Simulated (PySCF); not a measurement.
# Molecular orbitals of NaP

revPBE at R = 2.670 Å; basis Na aug-cc-pVDZ, P aug-cc-pV(D+d)Z; no relativity; PySCF 2.14. State: ³Σ⁻ (triplet), unpaired electrons π ↑↑. Only the outer orbitals are listed, counted within each symmetry.

```csv
spin,orbital,occ.,ε (eV),on Na (%),main shells (%)
α,5σ,1,-56.72,100,100 Na s
α,2π,1,-28.75,100,100 Na p
α,2π,1,-28.75,100,100 Na p
α,6σ,1,-28.70,100,100 Na p
α,7σ,1,-12.59,1,99 P s
α,3π,1,-4.63,2,98 P p
α,3π,1,-4.63,2,98 P p
α,8σ,1,-4.33,12,"87 P p, 11 Na s"
α,9σ,0,-2.08,91,"72 Na s, 19 Na p"
α,4π,0,-0.44,104,102 Na p
α,4π,0,-0.44,104,102 Na p
β,5σ,1,-56.73,100,100 Na s
β,2π,1,-28.76,100,100 Na p
β,2π,1,-28.76,100,100 Na p
β,6σ,1,-28.70,100,100 Na p
β,7σ,1,-10.80,2,98 P s
β,8σ,1,-3.74,25,"74 P p, 24 Na s"
β,3π,0,-2.60,9,91 P p
β,3π,0,-2.60,9,91 P p
β,9σ,0,-2.10,84,"59 Na s, 26 Na p, 14 P p"
```

Q: Which are the highest filled and the lowest empty level, where do they sit, and how wide is the gap?

A: Highest filled β 8σ at -3.74 eV (in %: 74 P p, 24 Na s); lowest empty β 3π at -2.60 eV (in %: 91 P p); the gap at revPBE is 1.14 eV.

* bond order (Mayer): 0.72
* ⟨S²⟩: 2.023
* charge on Na (Mulliken, basis-dependent): 0.56
* charge on Na (Löwdin, basis-dependent): 0.39
* dipole moment (positive dipole means Na(−)P(+)): -6.68 D

Shares are Mulliken populations and can fall outside 0 to 100 %.

The state was picked by a PBE0 search and need not be the measured ground state.
